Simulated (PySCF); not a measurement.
Molecule: `F[C@@H](CCC)C`, C₅H₁₁F.

Geometry:
| atom | x (Å) | y (Å) | z (Å) |
| --- | --- | --- | --- |
| C1 | 2.533 | 0.007 | -0.171 |
| C2 | 1.281 | -0.120 | 0.681 |
| C3 | -0.004 | 0.102 | -0.104 |
| C4 | -1.258 | -0.070 | 0.728 |
| C5 | -2.541 | 0.138 | -0.041 |
| F6 | -1.266 | -1.354 | 1.251 |
| H7 | 3.445 | -0.156 | 0.423 |
| H8 | 2.534 | -0.730 | -0.990 |
| H9 | 2.608 | 1.006 | -0.630 |
| H10 | 1.237 | -1.119 | 1.145 |
| H11 | 1.323 | 0.600 | 1.517 |
| H12 | -0.011 | 1.114 | -0.544 |
| H13 | -0.053 | -0.606 | -0.951 |
| H14 | -1.221 | 0.621 | 1.593 |
| H15 | -2.600 | 1.163 | -0.433 |
| H16 | -3.410 | -0.037 | 0.608 |
| H17 | -2.596 | -0.563 | -0.888 |

Geometry PBE0-D3(BJ)/def2-SVP throughout; GIAO in PySCF 2.14.0 with density-fitted response routines, gas phase, one conformer, non-relativistic; equivalent atoms averaged; basis pcSseg-1.

**Question.** How do the shifts δ (against TMS, CFCl3 at the same level) depend on the functional? (a selection of nuclei; ppm; last column core-seconds on shared hosts with different chips, so compare them loosely)

**Answer.** 
```tsv
functional	kind	C4	C5	C2	C1	F6	H14	H13	H11	H12	core-s
HF	Hartree–Fock	80.7	22.7	19.8	15.9	-170.2	3.93	1.21	1.00	0.77	5.6
LDA	LDA	97.0	23.6	23.0	15.1	-224.0	4.63	1.31	1.18	1.16	15
PBE	GGA	93.9	24.0	24.3	16.7	-217.5	4.49	1.27	1.16	1.14	23
BLYP	GGA	95.6	24.7	25.8	17.5	-215.1	4.48	1.28	1.18	1.16	20
BP86	GGA	94.0	24.2	24.1	16.8	-219.6	4.49	1.28	1.16	1.13	24
OPBE	GGA	89.1	23.0	23.2	16.7	-212.4	4.43	1.27	1.14	1.10	20
KT2	GGA	91.2	23.5	24.1	16.6	-222.1	4.44	1.25	1.15	1.12	24
KT3	GGA	89.7	23.4	24.8	17.3	-213.2	4.38	1.25	1.16	1.12	24
B97-D	GGA	92.3	24.1	24.7	17.4	-212.5	4.47	1.30	1.18	1.14	24
B3LYP	global hybrid	92.5	24.2	24.0	16.9	-203.7	4.33	1.27	1.13	1.05	14
PBE0	global hybrid	90.1	23.5	22.4	16.2	-202.9	4.30	1.26	1.10	1.01	14
mPW1PW91	global hybrid	90.1	23.6	22.4	16.4	-203.1	4.28	1.26	1.10	1.00	14
WP04	global hybrid	93.8	24.1	24.7	17.7	-201.7	4.19	1.32	1.08	0.99	22
B97-2	global hybrid	89.4	23.6	22.9	16.7	-201.9	4.29	1.27	1.11	1.02	21
BHandHLYP	global hybrid	88.1	23.6	22.1	16.4	-188.9	4.15	1.26	1.08	0.93	21
CAM-B3LYP	range-separated hybrid	91.7	24.0	22.5	16.1	-194.9	4.29	1.28	1.11	1.01	30
wB97X-D	range-separated hybrid	90.0	23.9	21.8	16.2	-198.0	4.25	1.26	1.08	0.97	26
LC-wPBE	range-separated hybrid	89.3	23.5	20.0	15.2	-187.3	4.22	1.26	1.06	0.93	43
```

**Question.** Which nucleus among those listed moves most, in ppm?

**Answer.** F6 (fluorine on an sp3 carbon): from -224.0 ppm with LDA to -170.2 ppm with HF. The smallest spread is 0.12 ppm, at H13. Proton shifts span only some 12 ppm, so a few tenths of a ppm matter as much there as several ppm in carbon.
